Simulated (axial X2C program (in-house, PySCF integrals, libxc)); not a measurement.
**Photoelectron levels of BO⁻ by EOM-IP-CCSD**

Computed with an axial X2C code built on PySCF integrals: two-component X2C with atomic mean-field Coulomb and Gaunt terms, Gaussian nuclei, basis O dyall-av3z, B dyall-av3z with contracted cores.

R = 1.233 Å (near the PBE0 minimum at charge -1 of the determinant lowest at the starting distance; the state shown can have its own minimum elsewhere).

Hartree–Fock spinors of BO⁻ (one of each Kramers pair; a window near the gap, which can cut inner shells):

| ω | occupied | ε (eV) | character |
| --- | --- | --- | --- |
| 1/2 | yes | -28.75 | 60% O s, 18% B p, 11% B s |
| 1/2 | yes | -10.22 | 76% O p, 8% B s, 6% O s |
| 1/2 | yes | -6.92 | 72% O p, 18% B p, 6% B d |
| 3/2 | yes | -6.89 | 72% O p, 18% B p, 6% B d |
| 1/2 | yes | -2.95 | 46% B s, 33% B p, 11% O p |
| 1/2 | no | 3.61 | 98% B p |
| 3/2 | no | 3.64 | 100% B p |
| 1/2 | no | 3.64 | 100% B p |
| 1/2 | no | 4.90 | 82% B s, 8% O p, 5% B p |
| 1/2 | no | 7.38 | 71% O p, 14% B d, 10% B s |
| 3/2 | no | 7.47 | 71% O p, 22% B d, 5% B p |

Vertical detachment energies of BO⁻ to the states of BO:

| Ω of BO | vertical detachment energy (eV) | above lowest (cm⁻¹) | ionised spinor | one-hole weight |
| --- | --- | --- | --- | --- |
| 1/2 | 2.622 | 0 | 45% B sσ, 33% B pσ, 12% O pσ | 0.93 |
| 3/2 | 5.859 | 26108 | 72% O pπ, 18% B pπ, 6% B dπ | 0.91 |
| 1/2 | 5.872 | 26220 | 72% O pπ, 18% B pπ, 6% B dπ | 0.91 |
| 1/2 | 8.141 | 44515 | 75% O pσ, 8% B sσ, 7% O sσ | 0.90 |

Question: How far does the lowest EOM-IP-CCSD energy lie from the Koopmans value −ε of the highest filled spinor?

Answer: 2.622 eV against 2.95 eV, a shift of -0.33 eV: relaxation of the final state lowers the energy and the loss of correlation raises it.

Question: Take the first Ω = 1/2 and Ω = 3/2 rows of π character: how far apart are they, and which lies lower?

Answer: E(3/2) − E(1/2) = 26108 − 26220 = -112 cm⁻¹ at EOM-IP-CCSD: inverted, Ω = 3/2 lower. Splittings at this level can be off by ten to twenty per cent.

This point took 5.3 s on 1 thread of Intel(R) Xeon(R) Processor @ 2.30GHz, on a shared host.

Reference electrons by ω block (each with its −ω partner): 1/2: 6, 3/2: 1. 10 electrons of BO⁻ correlated (inner shells frozen), 94 natural virtual spinors (a truncated set); levels can be off by some tenths of an eV. Roots sought by Ω: (1/2: 4, 3/2: 3, 5/2: 1); the list ends where they run out and leaves out roots under 60 % one-particle weight. The solver can skip a root, and states that need a further excitation, which the method places far too high, are missing though they may lie low or lowest. T1 of the reference 0.018 (Lee–Taylor). Number of frozen shells: O 1 s; B 1 s.
